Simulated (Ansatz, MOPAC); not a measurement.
Molecule: SiCl₄, charge 0, multiplicity 1. SMILES: Cl[Si](Cl)(Cl)Cl

Atoms: Si1, Cl2, Cl3, Cl4, Cl5. Bonds: Si1-Cl2, Si1-Cl3, Si1-Cl4, Si1-Cl5.

Bond lengths (Å) and angles (degrees) optimised at PM6 with MOPAC; B3LYP/LANL2DZ with Ansatz (an electronic-structure program); B3LYP/6-31G* with Ansatz, each started from the B3LYP-D3(BJ)/def2-TZVP structure (Ansatz) of the last column. A row stands for all coordinates that are equal there. 6-31G* holds six Cartesian d functions. No wavenumbers were computed at B3LYP/LANL2DZ, so these may be saddle points.

| coordinate | PM6 | B3LYP/LANL2DZ | B3LYP/6-31G* | B3LYP-D3(BJ)/def2-TZVP |
|---|---|---|---|---|
| Si1-Cl2 | 2.001 | 2.145 | 2.048 | 2.032 |
| Cl2-Si1-Cl3 | 109.5 | 109.5 | 109.5 | 109.5 |

Mean signed difference of all 4 bond lengths from B3LYP-D3(BJ)/def2-TZVP: PM6 -0.031 Å, B3LYP/LANL2DZ 0.112 Å, B3LYP/6-31G* 0.015 Å.
